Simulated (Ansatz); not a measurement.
Input for Ansatz (a first-principles code): U-PBE0/def2-TZVPPD on C2H5 (SMILES [CH2]C), 2S+1 = 2. Files ending in .json are basis or fitting sets from the Basis Set Exchange.

Ansatz 0.2 input:
```yaml
crystal:
  periodic: [false, false, false]
  atoms:
    - {symbol: C, position_ang: [0.00550995, -0.00307714, -0.77443959]}
    - {symbol: C, position_ang: [0.00550995, -0.00307714, 0.71569982]}
    - {symbol: H, position_ang: [0.00550995, -1.01684444, 1.11670108]}
    - {symbol: H, position_ang: [0.37964525, 0.84547158, -1.32730429]}
    - {symbol: H, position_ang: [-0.88217468, 0.49798042, 1.12141209]}
    - {symbol: H, position_ang: [0.87299475, 0.52193057, 1.11660682]}
    - {symbol: H, position_ang: [-0.50718726, -0.77526005, -1.32801142]}
basis:
  gaussian:
    orbitals: def2-TZVPPD.json
hamiltonian:
  xc: {name: PBE0}
magnetization: {spin_polarized: true, initial_magnetization: 1}
```

The head of its log:

```
WARN ansatz: RAYON_NUM_THREADS=2 ignored (pool sized by the plan → 2); use --threads N
Functional definition: PBE0
integrals: 0.03 GiB planned
643 factors; their error is unknown
mean field: 0.61 GiB planned
mean field evaluation 1: about -2146.7930 eV, gradient 3.3e1 eV
mean field evaluation 2: about -2145.6151 eV, gradient 3.5e1 eV
```

**Question.** What total energy does the run end on?

**Answer.** -79.0840 hartree.
